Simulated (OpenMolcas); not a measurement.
**Potential curves of CN: spin–orbit levels**

Calculated with OpenMolcas 26.06: state-averaged CASSCF(9,8) over N 2s 2p, C 2s 2p, XMS-CASPT2 (IPEA 0.25, imaginary shift 0.2 hartree), scalar X2C, ANO-RCC-VTZP, then RASSI spin–orbit state interaction with atomic mean-field integrals. C2 symmetry about the axis (a holds Σ, Δ, Γ; b holds Π, Φ, H; Σ⁺ and Σ⁻ are not told apart); roots by multiplicity and irrep: 2a 3, 2b 4, 4a 4, 4b 2.

XMS-CASPT2 energies with spin–orbit state interaction in eV from the lowest point. Curves are followed by energy order within each symmetry, so they are adiabatic and may change character at avoided crossings.

| R (Å) | (1)Ω=1/2 | (1)Ω=3/2 | (2)Ω=1/2 | (3)Ω=1/2 | (2)Ω=3/2 | (4)Ω=1/2 | (5)Ω=1/2 |
| --- | --- | --- | --- | --- | --- | --- | --- |
| 1.003 | 2.333 | 4.890 | 4.896 | 5.117 | 11.321 | 11.321 | 11.924 |
| 1.061 | 0.901 | 2.976 | 2.982 | 3.852 | 8.773 | 8.773 | 9.851 |
| 1.113 | 0.239 | 1.938 | 1.944 | 3.330 | 7.208 | 7.208 | 8.633 |
| 1.166 | 0.000 | 1.367 | 1.373 | 3.214 | 6.144 | 6.144 | 7.871 |
| 1.224 | 0.084 | 1.130 | 1.135 | 3.408 | 5.408 | 5.408 | 7.322 |
| 1.283 | 0.416 | 1.189 | 1.195 | 3.809 | 5.006 | 5.006 | 6.860 |

The 7 lowest clean curves are shown; the next is (7)Ω=1/2, from 6.91 eV. Left out for impure symmetry, kinks or missing points, though low: (6)Ω=1/2, (3)Ω=3/2, (1)Ω=5/2, (1)Ω=2, (2)Ω=2, (1)Ω=3, (1)Ω=1, (1)Ω=7/2, (3)Ω=2. Only roots inside an energy window near the equilibrium distance were included, so the list of states is not complete; labels number the states computed. Each spin and symmetry block has orbitals of its own, averaged over its own roots, so gaps between blocks are less sure than gaps within one and near the minimum can be off by tenths of an eV, in bad cases by more. No Rydberg orbitals are active, so Rydberg states, and σ→σ* states whose orbital the CASSCF left unused, can be missing between those listed. CASPT2 splits the two components of degenerate states numerically, here by up to 26 cm⁻¹. Points that failed a check (symmetry, reference weights, a jump) are left out.
